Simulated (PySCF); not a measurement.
**Electric field gradients and quadrupole coupling constants**

H₅OSi₂ (charge -1).
SMILES with atom numbers: `[SiH2-:1][O:2][SiH3:3]` (hydrogens: H4, H5 on Si1; H6, H7, H8 on Si3)

Cartesian coordinates in Å at the PBE0-D3(BJ)/def2-SVP level; atoms count from 1:
```
atom  x, y, z in Å
Si1    1.8169   -0.6125    0.6698
O2     0.0526   -0.4034    1.0092
Si3   -1.0479    0.1671   -0.0365
H4     1.6598   -1.2886   -0.7372
H5     2.0456    0.7837   -0.0080
H6    -0.8009    1.5784   -0.5093
H7    -1.2256   -0.6618   -1.2845
H8    -2.4172    0.2032    0.6080
```

Field gradients from the PBE0/pcSseg-1 density (PySCF, non-relativistic), principal values in atomic units, ordered |Vxx| ≤ |Vyy| ≤ |Vzz|:

| atom | Vxx | Vyy | Vzz |
| --- | --- | --- | --- |
| O2 | -0.3241 | -0.6801 | 1.0042 |

**Question.** Find the asymmetry η = (Vxx − Vyy)/Vzz and the couplings χ = eQV/h (234.96 MHz × Q in barn × V in au), with Q(17O) = −0.0256 b.

**Answer.** 
| atom | environment | nucleus | η | χzz (MHz) | χxx (MHz) | χyy (MHz) |
| --- | --- | --- | --- | --- | --- | --- |
| O2 | siloxane oxygen | 17O | 0.35 | -6.04 | 1.95 | 4.09 |

The tensor is traceless: Vxx + Vyy + Vzz = 0.

**Question.** What is Vzz at O2 in SI units (1 au = 9.71736 × 10²¹ V/m²)?

**Answer.** 1.0042 au = 9.758 × 10²¹ V/m².

Were the hydrogens deuterons (Q(2H) = 0.00286 b), χzz would run from 75 kHz (H4 and H5) to 90 kHz (H7 and H6).

Geometry: PBE0-D3(BJ)/def2-SVP, one conformer, isolated ion. The pcSseg-1 basis has no diffuse functions, a weakness for an anion. The small basis limits the accuracy of the gradients.

The run behind these numbers computed NMR shieldings as well. The run took 3.0 s on an x86-64 server with one thread, shared host.
